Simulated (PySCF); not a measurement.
Molecule: Lithium Hydride ([LiH], HLi).

Molfile (atoms numbered from 1):
```
HLi
     RDKit          3D

  2  1  0  0  0  0  0  0  0  0999 V2000
    0.8015   -0.0058   -0.0056 Li  0  0  0  0  0  1  0  0  0  0  0  0
   -0.7960    0.0084   -0.0227 H   0  0  0  0  0  0  0  0  0  0  0  0
  1  2  1  0
M  END
```

Geometry PBE0-D3(BJ)/def2-SVP throughout; GIAO in PySCF 2.14, gas phase, one conformer, non-relativistic; equivalent atoms averaged; functional PBE0.

**Question.** How do the absolute shieldings σ depend on the basis set? (ppm; last column core-seconds on shared hosts with different chips, so compare them loosely)

**Answer.** 
```tsv
basis set	functions	Li1	H2	core-s
STO-3G	6	87.1	25.55	0.28
6-31G	11	93.7	26.21	0.34
pcSseg-0	11	88.5	26.20	0.37
def2-SVP	14	89.3	26.18	0.35
6-31G*	16	93.0	26.22	0.37
pcSseg-1	17	89.1	26.12	0.4
cc-pVDZ	19	91.7	26.03	0.48
def2-TZVP	20	89.7	26.23	0.47
aug-cc-pVDZ	32	91.6	26.27	0.56
6-311+G(2d,p)	33	89.2	26.34	0.54
pcSseg-2	35	88.3	26.30	0.35
cc-pVTZ	44	89.2	26.36	0.71
pcSseg-3	73	88.3	26.39	1.1
```

**Question.** Which nucleus moves most, in ppm?

**Answer.** Li1 (lithium bonded to H): from 87.1 ppm with STO-3G to 93.7 ppm with 6-31G. The smallest spread is 0.85 ppm, at H2.

**Question.** Taking the largest basis, pcSseg-3 (73 functions), as the yardstick, rank the others by their worst heavy-atom deviation.

**Answer.** pcSseg-2 0.0 ppm (35 functions), pcSseg-0 0.2 ppm (11 functions), pcSseg-1 0.8 ppm (17 functions), cc-pVTZ 0.9 ppm (44 functions), 6-311+G(2d,p) 0.9 ppm (33 functions), def2-SVP 1.0 ppm (14 functions), STO-3G 1.1 ppm (6 functions), def2-TZVP 1.4 ppm (20 functions), aug-cc-pVDZ 3.3 ppm (32 functions), cc-pVDZ 3.4 ppm (19 functions), 6-31G* 4.7 ppm (16 functions), 6-31G 5.4 ppm (11 functions).

A small basis that lands close on one nucleus may do so by chance; judge by the trend and by all nuclei.
